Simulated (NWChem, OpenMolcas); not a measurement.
CO (carbon monoxide): the dipole moment, rung by rung

CO: 2 atoms, total charge 0, spin state singlet. SMILES: `[C-]#[O+]`. The shape is that of a PBE0-D4/def2-TZVP optimisation.

```xyz
2

C     0.4799   -0.1551    0.2472
O    -0.4799    0.1551   -0.2472
```

Each level gives the dipole moment (D). The values are calculated.

**The experiment to reproduce.** NIST CCCBDB gives the dipole moment of the gas as 0.11 D.

| level | kind | program | value (D) | computed − measured | CPU time |
| --- | --- | --- | --- | --- | --- |
| HF/aug-cc-pVTZ | Hartree–Fock | OpenMolcas | 0.24 | +0.13 | 7.8 s |
| SVWN5/aug-cc-pVTZ | LDA | OpenMolcas | 0.24 | +0.13 | 11 s |
| BLYP/aug-cc-pVTZ | GGA | NWChem | 0.20 | +0.09 | 16 s |
| PBE/aug-cc-pVTZ | GGA | OpenMolcas | 0.24 | +0.13 | 14 s |
| M06-L/aug-cc-pVTZ | meta-GGA | NWChem | 0.19 | +0.08 | 20 s |
| TPSS/aug-cc-pVTZ | meta-GGA | OpenMolcas | 0.21 | +0.10 | 17 s |
| B3LYP/aug-cc-pVTZ | global hybrid | NWChem | 0.10 | -0.01 | 15 s |
| wB97X/aug-cc-pVTZ | range-separated hybrid | NWChem | 0.11 | 0.00 | 1.8 min |

Nearest: wB97X/aug-cc-pVTZ (0.00 D); farthest: HF/aug-cc-pVTZ (+0.13 D). The measured dipole is a vibrational average, so differences of a few hundredths of a debye mean little. Computed less measured by kind, in D (aug-cc-pVTZ rows): Hartree–Fock +0.13; LDA +0.13; GGA +0.09 to +0.13; meta-GGA +0.08 to +0.10; global hybrid -0.01; range-separated hybrid +0.00. Magnitudes only: a small dipole may point the other way at some levels. Times are those of the runs behind each value, whatever else they computed, on shared processors of several kinds: orders of magnitude only.
